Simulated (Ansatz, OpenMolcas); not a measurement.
How methods differ on BH3S (SMILES BS)

BH3S has 5 atoms, charge 0, and is taken as a singlet. SMILES: `BS`. The coordinates come from a PBE0-D4/def2-TZVP relaxation.

| atom | x (Å) | y (Å) | z (Å) |
| --- | --- | --- | --- |
| B | -0.3921 | -0.4210 | 0.0881 |
| S | 0.1617 | 1.2369 | -0.1543 |
| H | -1.5629 | -0.5564 | 0.2642 |
| H | 0.3671 | -1.3376 | 0.0742 |
| H | 1.4761 | 1.0044 | -0.3136 |

Each level gives the energy change with the B1–S2 bond stretched from 1.765 to 4.412 Å (eV). The values are calculated.

```
                      level                    kind     program  value (eV)  less FCI/STO-3G
     HF/STO-3G (restricted)            Hartree–Fock  OpenMolcas       10.78            +4.89
  SVWN5/STO-3G (restricted)                     LDA      Ansatz        8.68            +2.79
   BLYP/STO-3G (restricted)                     GGA      Ansatz        7.77            +1.88
 revPBE/STO-3G (restricted)                     GGA      Ansatz        7.94            +2.05
B3LYP/STO-3G (unrestricted)           global hybrid  OpenMolcas        6.50            +0.61
r2SCAN0/STO-3G (restricted)         hybrid meta-GGA      Ansatz        9.12            +3.23
  HSE06/STO-3G (restricted)  range-separated hybrid      Ansatz        8.87            +2.98
 B2PLYP/STO-3G (restricted)           double hybrid      Ansatz        7.26            +1.37
 CCSDTQ/STO-3G (restricted)   coupled cluster or CI      Ansatz        5.89             0.00
                 FCI/STO-3G      exact in the basis      Ansatz        5.89             0.00
```

FCI/STO-3G is exact within its basis and frozen core, so for wave-function methods in that basis the difference is their error; functionals converge differently with the basis, so for them it is only a difference. A spin-restricted reference rises too steeply as a bond breaks; here HF/STO-3G, SVWN5/STO-3G, BLYP/STO-3G, revPBE/STO-3G, r2SCAN0/STO-3G, HSE06/STO-3G, B2PLYP/STO-3G lie well above the multireference or unrestricted value. The first shape isn't each level's own minimum. The values span 5.89 to 10.78 eV. Spin contamination of the reference (⟨S²⟩ at least 0.1 too high) touches B3LYP/STO-3G. All rows use very small basis sets, so none should be taken for the real molecule's value.
